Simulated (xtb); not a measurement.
xtb input:

```bash
xtb mol.xyz --gfn 2 --sp --chrg 1 --uhf 0
```
mol.xyz:
```
4

C     -0.00765201     0.00466428    -0.11016720
O      0.06716463    -0.04072056     1.10546523
O      0.01590056    -0.01200809    -1.23171942
H     -0.61860949     0.39384354     1.67103665
```

**Question.** Predict the final energy.

**Answer.** -10.25832 Eh (GFN2-xTB).

It need not be the lowest isomer of its formula.
